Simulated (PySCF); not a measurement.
**A search over the determinants of NaLi**

Unrestricted PBE0; PySCF, no relativity, basis sets Na aug-pcseg-1, Li aug-pcseg-1. Outer shells of the fragments: Na 3s1; Li 2s1.

Followed along the bond (rough minima from three points):

```
2Ms+1  unpaired  ⟨S²⟩ at the start  R at minimum (Å)  Te (eV)
    1      none               0.00              2.93     0.00
    3  σ ↑, π ↑               2.00              2.89     1.43
    3      σ ↑↑               2.00  none in the scan   ≤ 0.89
```

Solutions found at the starting distance of 2.860 Å, counted from the lowest of them; the search is not exhaustive and high or unbound solutions are not listed, so other states can lie among these:

```tsv
2Ms+1	unpaired	term	E (eV)	⟨S²⟩	⟨Lz²⟩	μ (D)
1	none	¹Σ⁺	0.00	0.00	0.00	-0.37
3	σ ↑↑	³Σ⁺	1.01	2.00	0.00	-1.23
3	σ ↑, π ↑	³Π	1.43	2.00	1.00	-1.71
1	σ ↑, π ↓	mixed	1.83	1.00	1.00	-1.80
```

A term symbol is given only where ⟨S²⟩ and ⟨Lz²⟩ are close to those of a pure state; real π, δ and φ orbitals otherwise mix terms. A positive dipole means Na(−)Li(+).

Counting both spins, an empty level lies below a filled one in some of these solutions, because spin and occupation are held.
